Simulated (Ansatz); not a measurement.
Question: Predict a relaxed structure of Al(NH2Me)H3 (CH₈AlN), charge 0, singlet, at r2SCAN-D4/def2-TZVP (Ansatz).

Answer: 
```xyz
11

Al   -1.030    1.171    0.421
N     0.687    0.161   -0.041
C     0.466   -1.264   -0.377
H     1.326    0.239    0.747
H     1.138    0.637   -0.819
H     1.399   -1.778   -0.619
H    -0.010   -1.747    0.475
H    -0.214   -1.315   -1.225
H    -1.514    0.302    1.679
H    -1.829    0.971   -0.955
H    -0.419    2.623    0.716
```
Point group Cs (tolerance 0.1 Å). This is one stationary point.
